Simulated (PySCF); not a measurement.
# CHFO (formyl fluoride): the cost of one run

The runs use PySCF 2.14.0, with density-fitted response routines of our own; the level of theory stands in each step. All values are computed, except where a source is named. Atoms count from 0, in the outputs and in this text.

## (1) Starting geometry

4 atoms, charge 0, multiplicity 1; geometry from: GFN2-xTB. The atoms were then displaced at random by about 0.01 Å, so the start is not that level's minimum.

Bonds of the start (Å): O0–C1 1.17, C1–F2 1.33, C1–H3 1.10.

## (2) Geometry optimisation at PBE0-D3(BJ)/def2-TZVP

What the job is given:

```
{"job": {"xc": "PBE0", "basis": "def2-TZVP", "d3": "d3bj", "grid": 2, "shake": 0.01, "kind": "geom"}, "charge": 0, "multiplicity": 1}
O     -0.864260    -0.879610     0.002820
C     -0.094470     0.000730    -0.007740
F      1.209620    -0.240990    -0.015830
H     -0.212900     1.094500    -0.012260
```

Started as:

```
$ OMP_NUM_THREADS=1 python probes_run.py task.json out
```

The driver reads the jobs from task.json and runs them one after another.

Q: Estimate the wall time and peak memory of this first job on 1 thread of Arm Neoverse N1, shared host.

About 20 s, with a peak of 0.38 GiB.
